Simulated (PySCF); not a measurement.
Species: C5H4S (charge -1 and doublet state).
Geometry (GFN2-xTB, Å), atoms numbered from 1 in this order:
```xyz
10
C5H4S angstrom
C     -2.773   -0.578   -0.419
C     -1.676   -0.091   -0.257
C     -0.431    0.484   -0.069
C      0.757   -0.233   -0.088
C      2.003    0.324    0.097
S      3.461   -0.538    0.076
H     -3.717   -1.013   -0.561
H     -0.402    1.555    0.104
H      0.705   -1.302   -0.261
H      2.081    1.396    0.272
```

The hyperfine couplings belong to this conformer and change with its torsions.

As a line formula: `C#C/C=C/[CH][S-]` [radical] (charge -1).

Computed, not measured: PySCF 2.14.0, UKS B3LYP, pcH-1 on C H S, non-relativistic, mean-field spin-orbit, GIAO. Whether the extra electron is bound in the gas phase wasn't checked; a finite basis holds it in any case. Couplings are sensitive to structure, and on GFN2-xTB geometries they can be far from those on DFT ones, by a factor of two or more for some ions and for spin on atoms past the first row. The SCF solution wasn't tested for stability.

Break the g tensor into its mass correction, gauge correction and orbital-Zeeman/spin–orbit terms.

| Δg (ppt) | 1 | 2 | 3 |
| --- | --- | --- | --- |
| relativistic mass correction | -0.17 | -0.17 | -0.17 |
| gauge correction | -0.01 | 0.03 | 0.04 |
| orbital Zeeman/spin–orbit | -0.09 | 6.23 | 19.85 |
| total | -0.27 | 6.08 | 19.72 |

So g = 2.00205, 2.00840, 2.02204 and g_iso = 2.01083; the tensor is rhombic: the two nearest values differ by 32 % of g3 − g1. Axes: g1 is normal to the molecular plane and g3 points within 4° of the C5–S6 bond.

What effective moment and Curie constant follow for a powder?

With the mean of g² = 4.0435 and S(S+1) = 0.75: μ_eff = √(⟨g²⟩S(S+1)) = 1.741 μB and χT = 0.12505·⟨g²⟩·S(S+1) = 0.379 cm³ K/mol (cgs; spin-Hamiltonian part alone).

At 9.767 GHz, how far is the centre of the isotropic spectrum from where a free electron (g = 2.002319) resonates?

B = hν/(g μB) with μB/h = 13.99624 MHz/mT gives 348.51 mT for the free electron and 347.04 mT at g_iso, 1.48 mT lower.

In a frozen sample, at which fields do the three g values resonate at 9.5, 34, 94 and 263 GHz (hyperfine left aside), and which band first spreads them over more than twice a line width of 0.3 mT?

```csv
band,GHz,B(g3) mT,B(g2) mT,B(g1) mT,spread mT
X,9.5,335.68,337.96,339.03,3.35
Q,34.0,1201.38,1209.53,1213.37,11.99
W,94.0,3321.45,3343.99,3354.60,33.15
J,263.0,9292.99,9356.07,9385.75,92.75
```

The spread grows in proportion to the frequency. X band is the first where it exceeds 0.6 mT.

The largest Mulliken spin populations are on S6 (+0.35), C3 (+0.33), C1 (+0.26) and C5 (+0.21). Four atoms exceed +0.15. The positive populations add up to 1.15 and the negative ones to -0.15, together 2S = 1.

The HOMO–LUMO gaps are 4.41 eV among the α and 3.03 eV among the β orbitals.

Hardware: Arm Neoverse V1, one thread (shared host). Cost: 39 s of wall time (with the writing of density and orbital grids), 0.61 GiB resident at most.

The SMILES draws the unpaired electron on C5; the largest computed Mulliken spin population is on S6 (0.35 against 0.21).
